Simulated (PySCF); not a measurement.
## Frontier levels across methods

C4H5F.
Numbering: `[CH3:1][C:2]#[C:3][CH2:4][F:5]` (hydrogens: H6, H7, H8 on C1; H9, H10 on C4)

Cartesian coordinates in Å at the PBE0-D3(BJ)/def2-SVP level; atoms count from 1:
```
atom  x, y, z in Å
C1    -1.997    0.133   -0.252
C2    -0.560   -0.024   -0.113
C3     0.641   -0.147   -0.002
C4     2.082   -0.309    0.141
F5     2.774    0.796   -0.289
H6    -2.443   -0.725   -0.779
H7    -2.231    1.040   -0.831
H8    -2.488    0.223    0.729
H9     2.337   -0.491    1.200
H10    2.421   -1.183   -0.442
```

Basis pcSseg-2 throughout (PySCF), one geometry. Isolated species at its PBE0-D3(BJ)/def2-SVP geometry, gas phase.

Problem. How do the orbital energies, the gap and the dipole change with the method?

Solution. 
```json
{"method": "B97-2", "kind": "global hybrid", "HOMO (eV)": "-7.28", "LUMO (eV)": "0.29", "gap (eV)": "7.57", "μ (D)": "2.24", "SCF cycles": "14"}
{"method": "PBE0", "kind": "global hybrid", "HOMO (eV)": "-7.53", "LUMO (eV)": "0.32", "gap (eV)": "7.86", "μ (D)": "2.26", "SCF cycles": "14"}
{"method": "mPW1PW91", "kind": "global hybrid", "HOMO (eV)": "-7.56", "LUMO (eV)": "0.32", "gap (eV)": "7.87", "μ (D)": "2.26", "SCF cycles": "14"}
{"method": "BHandHLYP", "kind": "global hybrid", "HOMO (eV)": "-8.64", "LUMO (eV)": "1.01", "gap (eV)": "9.64", "μ (D)": "2.34", "SCF cycles": "13"}
{"method": "CAM-B3LYP", "kind": "range-separated hybrid", "HOMO (eV)": "-8.90", "LUMO (eV)": "1.18", "gap (eV)": "10.08", "μ (D)": "2.31", "SCF cycles": "13"}
{"method": "wB97X-D", "kind": "range-separated hybrid", "HOMO (eV)": "-9.38", "LUMO (eV)": "2.14", "gap (eV)": "11.53", "μ (D)": "2.25", "SCF cycles": "14"}
{"method": "LC-wPBE", "kind": "range-separated hybrid", "HOMO (eV)": "-10.29", "LUMO (eV)": "2.32", "gap (eV)": "12.61", "μ (D)": "2.27", "SCF cycles": "13"}
```

The HOMO spans 3.01 eV, from B97-2 down to LC-wPBE, and the gap runs from 7.57 eV (B97-2) to 12.61 eV (LC-wPBE). Over the methods B97-2 (21 %), PBE0 (25 %), mPW1PW91 (25 %), BHandHLYP (50 %), a straight line through the gap against the share of exact exchange rises by 0.71 eV for each 10 % (correlation coefficient 1.000). The dipole ranges from 2.24 D (B97-2) to 2.34 D (BHandHLYP). This basis has no diffuse functions.

The vertical ΔSCF ionisation energy at PBE0/def2-SVPD is 9.85 eV; −ε(HOMO) comes closest to it with LC-wPBE (10.29 eV) and wB97X-D (9.38 eV).
